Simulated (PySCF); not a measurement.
# OF₂: from HF to coupled cluster

Aim: at the PBE0 minimum of singlet OF₂, found before, compare methods on energies and levels.

Method: several methods, basis O def2-TZVP, F def2-TZVP, no relativity, density fitting; program: PySCF 2.14.0.

### Step 1. Where the work starts

3 atoms, charge 0, spin multiplicity 1.

Bond lengths: O1–F2 1.381 Å, O1–F3 1.381 Å. Angles: F2–O1–F3 103.9°.

Coordinates in bohr (charge 0 multiplicity 1):
```
O     0.0000    0.0000   -1.1316
F     2.0550    0.0000    0.4763
F    -2.0550    0.0000    0.4763
```

### Step 2. PBE0

The steps are one call of a driver around PySCF; scf.py gives each level's set-up. Each SCF starts from the density of the minimum. The driver also runs the species with one electron less or more at the same geometry (one less: multiplicity 2, one more: multiplicity 2); their logs are not shown.

File scf.py:

```python
from pyscf import gto, scf, dft
mol = gto.M(atom='''
O      0.000000     0.000000    -0.598800
F      1.087457    -0.000000     0.252068
F     -1.087457     0.000000     0.252068''',
    basis={'O': 'def2-TZVP', 'F': 'def2-TZVP'},
    charge=0, spin=0)
mf = dft.RKS(mol, xc='PBE0')
mf.grids.atom_grid = (99, 590)
aux = {'O': 'def2-universal-JKFIT', 'F': 'def2-universal-JKFIT'}
mf = mf.density_fit(auxbasis=aux)
mf.kernel()
```

### Step 3. HF

Edit scf.py of step 2 so:

```diff
@@ -8,2 +8 @@
-mf = dft.RKS(mol, xc='PBE0')
-mf.grids.atom_grid = (99, 590)
+mf = scf.RHF(mol)
```

### Step 4. MP2

Edit scf.py of step 3 so:

```diff
@@ -11,0 +12,2 @@
+from pyscf.mp import dfmp2
+dfmp2.DFMP2(mf, frozen=3).kernel()  # the driver gives MP2 a fitting basis of its own (RI)
```

### Step 5. PBE

Edit scf.py of step 4 so:

```diff
@@ -8 +8,2 @@
-mf = scf.RHF(mol)
+mf = dft.RKS(mol, xc='PBE')
+mf.grids.atom_grid = (99, 590)
@@ -12,2 +12,0 @@
-from pyscf.mp import dfmp2
-dfmp2.DFMP2(mf, frozen=3).kernel()  # the driver gives MP2 a fitting basis of its own (RI)
```

### Step 6. CCSD(T)

Edit scf.py of step 5 so:

```diff
@@ -8,2 +8 @@
-mf = dft.RKS(mol, xc='PBE')
-mf.grids.atom_grid = (99, 590)
+mf = scf.RHF(mol)
@@ -12,0 +12,3 @@
+from pyscf import cc
+mycc = cc.CCSD(mf, frozen=3).run()
+mycc.ccsd_t()
```

### Step 7. r2SCAN

Edit scf.py of step 6 so:

```diff
@@ -8 +8,2 @@
-mf = scf.RHF(mol)
+mf = dft.RKS(mol, xc='R2SCAN')
+mf.grids.atom_grid = (99, 590)
@@ -12,3 +12,0 @@
-from pyscf import cc
-mycc = cc.CCSD(mf, frozen=3).run()
-mycc.ccsd_t()
```

### Step 8. B3LYP

Edit scf.py of step 7 so:

```diff
@@ -8 +8 @@
-mf = dft.RKS(mol, xc='R2SCAN')
+mf = dft.RKS(mol, xc='B3LYP')
```

### Step 9. TPSSh

Edit scf.py of step 8 so:

```diff
@@ -8 +8 @@
-mf = dft.RKS(mol, xc='B3LYP')
+mf = dft.RKS(mol, xc='TPSSH')
```

### Step 10. r2SCANh

Edit scf.py of step 9 so:

```diff
@@ -8 +8 @@
-mf = dft.RKS(mol, xc='TPSSH')
+mf = dft.RKS(mol, xc='HYB_MGGA_XC_R2SCANH')
```

### Step 11. M06-2X

Edit scf.py of step 10 so:

```diff
@@ -8 +8 @@
-mf = dft.RKS(mol, xc='HYB_MGGA_XC_R2SCANH')
+mf = dft.RKS(mol, xc='M062X')
```

(Steps that only read results are left out.)

Before running it: what results should come out? Wanted: atomisation energy, CCSD(T) in this basis; vertical ionisation energy, CCSD(T); vertical electron affinity; orbital gap, range; T1, D1; T1, D1 of the cation; T1, D1 of the anion.

The runs gave:

| quantity | value |
| --- | --- |
| atomisation energy, CCSD(T) in this basis | 351 kJ/mol |
| vertical ionisation energy, CCSD(T) | 13.06 eV |
| vertical electron affinity | negative in this basis |
| orbital gap, range | 3.81 (PBE) to 19.57 (HF) eV |
| T1, D1 | 0.015, 0.039 |
| T1, D1 of the cation | 0.067, 0.266 |
| T1, D1 of the anion | 0.020, 0.098 |

In words: The functionals' atomisation energies stand +23 kJ/mol (r2SCANh) to +163 kJ/mol (PBE) from CCSD(T); much of that can be the slow basis convergence of CCSD(T), which binds tens of kJ/mol more at its limit, so it ranks no functional. HF lacks the correlation that pairing electrons in bonds brings, so it binds too weakly, by 510 kJ/mol even against this CCSD(T). For the vertical ionisation energy, PBE0 comes nearest to CCSD(T) (+0.03 eV) and MP2 is farthest (+1.72 eV). r2SCANh costs 11 s against 3.6 min for CCSD(T), a factor of about 19, and lands within 0.10 eV. A negative electron affinity (at CCSD(T)) reflects the basis more than the molecule, so no ranking is made on it; without diffuse functions even a bound anion can come out this way. PBE's −ε(HOMO), 7.4 eV, falls 5.7 eV short of the ionisation energy, while its energy difference gives 12.5 eV. T1 of the cation is large, so the CCSD(T) value that rests on it is in doubt and small misses rank nothing. Spin contamination is strong in at least one of the open-shell species at HF, MP2, CCSD(T).
